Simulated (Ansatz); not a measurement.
## Worked example: PH, quintet against PH, triplet

Geometry (PBE0/def2-TZVP stationary point of a triplet), kept for both states (PH, triplet: Σ⁻; PH, quintet: Σ⁻):

```xyz
2

P     0.0000    0.0000    0.0000
H     0.0000    0.0000    1.4282
```

Basis cc-pVTZ; Ansatz 0.2.0. Only valence electrons are correlated (noble-gas cores frozen). Prefix R: restricted or restricted open-shell reference; prefix U: unrestricted.

Full CI isn't at hand for all of this; UCCSDT(Q) serves as the reference, and is uncertain by about the last step of the cluster series.

```tsv
level	E(PH, triplet) (hartree)	E(PH, quintet) (hartree)
UHF	-341.297701	-341.069225
UMP2	-341.403982	-341.154541
UCCSD(T)	-341.432437	-341.178734
PBE	-341.725803	-341.476121
r2SCAN	-341.862309	-341.615471
UCCSDT(Q)	-341.433440	-341.179673
```

Task: Give the vertical gap, PH quintet less PH triplet, at each level in eV (1 hartree = 27.2114 eV), and each error against UCCSDT(Q).

Result: UCCSDT(Q): (-341.179673 − (-341.433440)) × 27.2114 = 6.905 eV (the reference)
r2SCAN: (-341.615471 − (-341.862309)) × 27.2114 = 6.717 eV, error -0.188 eV
PBE: (-341.476121 − (-341.725803)) × 27.2114 = 6.794 eV, error -0.111 eV
UCCSD(T): (-341.178734 − (-341.432437)) × 27.2114 = 6.904 eV, error -0.001 eV
UMP2: (-341.154541 − (-341.403982)) × 27.2114 = 6.788 eV, error -0.117 eV
UHF: (-341.069225 − (-341.297701)) × 27.2114 = 6.217 eV, error -0.688 eV

Total energies of functionals can't be set beside those of wave-function methods, since they hold the core's correlation and their own absolute errors; only the differences compare.

Each level lands on the state that its own search finds. T1 diagnostics of restricted CCSD: 0.021 and 0.024.
